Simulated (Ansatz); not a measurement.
## C3H7, SMILES C[CH]C: vertical spin-state energies, step by step

Computed with Ansatz 0.2.0 through its Python package.

The cells in order, each with its output:

```python
import ansatz as az

GEOMETRY = """
C    -0.68107    0.76527   -0.79256
C     0.44628   -0.09705   -0.37867
C     0.45330   -0.77061    0.93738
H    -1.63115    0.35533   -0.44828
H    -0.71257    0.87674   -1.87540
H    -0.59649    1.77498   -0.36653
H     1.35393   -0.07751   -0.95660
H    -0.54702   -1.11430    1.20321
H     1.13437   -1.62029    0.93936
H     0.78041   -0.09256    1.73810
"""
```

```python
geometry = az.Crystal.molecule()
for line in GEOMETRY.strip().splitlines():
    symbol, *xyz = line.split()
    geometry = geometry.atom(symbol, [float(v) for v in xyz])
```

```python
model = geometry.calculation()
model = model.basis(gaussian="pcseg-2")
model = model.functional("pbe0")
model = model.accuracy("high")
found = {}
for unpaired in [1, 3]:
    data = model.spin("collinear", total=unpaired).run().report
    s = unpaired / 2
    found[unpaired] = data["free_energy_ev"]
    print(f"2S+1 = {unpaired + 1}: E = {found[unpaired]:.5f} eV, <S^2> = {abs(data['mean_field']['state']['spin_squared']):.3f} (pure state {s * (s + 1):.2f})")
lowest = min(found, key=found.get)
for unpaired, e in found.items():
    print(f"multiplicity {unpaired + 1}: {(e - found[lowest]):.3f} eV above the lowest")
```

    2S+1 = 2: E = -3220.94622 eV, <S^2> = 0.755 (pure state 0.75)
    2S+1 = 4: E = -3211.80857 eV, <S^2> = 3.757 (pure state 3.75)
    multiplicity 2: 0.000 eV above the lowest
    multiplicity 4: 9.138 eV above the lowest

In order: multiplicity 2 (+0.00 eV) and multiplicity 4 (+9.14 eV), all at the one geometry.

The settings weren't tested for convergence. The geometry is a force-field or estimated start, not a minimum of this method, and the basis set is short of its limit. All parts are taken at fixed geometry, without zero-point energy. The run takes the species as open-shell (spin multiplicity 2), which needn't be its ground state. Finished in 87 s on 1 thread of Arm Neoverse V2 (shared host), peak memory 1.1 GiB.
